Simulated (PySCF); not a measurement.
## Computed NMR parameters against published values

Numbering as in the mapped SMILES `[CH2:1]=[C:2]([F:3])[F:4]`. Each H is labelled by its parent atom.

No solvent, averaged over atoms made equivalent by symmetry, fast rotation or ring inversion, one computed conformer, non-relativistic Hamiltonian. Structure optimised with GFN2-xTB; NMR shieldings at PBE0/pcSseg-1/GIAO; B3LYP/pcJ-1 coupling constants; PySCF 2.14.0 with density-fitted response routines.

Reference values: measured (gas, 300 K; M. E. Harding, PhD thesis, Mainz 2008 (Harding, Lenhart, Auer, Gauss, JCP 2008, 128, 244111)).
```json
{"atoms": "F3/F4", "quantity": "σ $^{19}$F", "reference": "278.6", "computed": "246.6"}
```

Reference values: measured (G. Saielli, R. Bini, A. Bagno, Computational 19F NMR. 2. Organic compounds, RSC Adv. 2014, ESI (exp. from Berger-Braun-Kalinowski 1994 and Everett 1995)).
```
atoms             quantity  reference  computed  computed, scaled
F3/F4  δ $^{19}$F vs CFCl3      -81.3     -75.6             -76.5
```

Reference values: CCSD(T)/13s9p4d3f (gas (isolated, no vibration); M. E. Harding, PhD thesis, Mainz 2008 (Harding, Lenhart, Auer, Gauss, JCP 2008, 128, 244111)).
```
atoms    quantity  reference  computed
F3/F4  σ $^{19}$F      287.6     246.6
```

Reference values: CCSD(T)/13s9p4d3f + vibration and temperature (MP2) (gas, 300 K; M. E. Harding, PhD thesis, Mainz 2008 (Harding, Lenhart, Auer, Gauss, JCP 2008, 128, 244111)).
| atoms | quantity | reference | computed |
| --- | --- | --- | --- |
| F3/F4 | σ $^{19}$F | 277.4 | 246.6 |

Reference values: CCSD(T)/cc-pVQZ (gas (isolated, no vibration); M. Maurer, PhD thesis, LMU Munich (Maurer, Ochsenfeld, JCTC 2015 SI; set of Flaig et al., JCTC 2014, 10, 572)).
```tsv
atoms	quantity	reference	computed	computed, scaled
F3/F4	δ $^{19}$F vs CFCl3 (same level)	-77.3	-75.6	-76.5
```

Absolute shieldings are compared as such; zero-point and thermal motion, absent here, lowers them by some tenths of a ppm for H, a few ppm for C and up to about 10 ppm for F.

Computed shifts are σ(ref) − σ with the named reference compound (TMS for H and C) calculated as an isolated molecule at the same level. The measured values may be among those fitted. Shieldings were converted by a linear fit to measured shifts: $^{19}$F: δ = 146.13 − 0.903σ +14.6 on sp3 carbon (rms 6.0 ppm, 223 shifts, 7.0 ppm with the 5 outliers that the fit left out vs CFCl3, solution or neat liquid). Occasional misses reach two or three times the rms, and more in compound classes unlike the fitted ones.

Coupling constants in Hz:
```tsv
coupling	reference	computed	source
$^{1}J$(C2,F3)	-287.0	-374.0	measured; Jessen and Sauer, arXiv:2312.00705
$^{2}J$(F3,F4)	32.7	-74.4	measured; Jessen and Sauer, arXiv:2312.00705
```

Question: How far are the unscaled $^{19}$F shieldings from the references?

Answer: Mean signed difference -34.60 ppm, mean absolute 34.60 ppm over 3 comparisons; the largest is -41.0 ppm at F3/F4 (vinylic fluorine).

Question: How far are the unscaled $^{19}$F shifts from the references?

Answer: Mean signed difference +3.70 ppm, mean absolute 3.70 ppm over 2 comparisons; the largest is +5.7 ppm at F3/F4 (vinylic fluorine).

7 of the 11 published NMR values on file for this molecule are compared. The rest: other calculations.
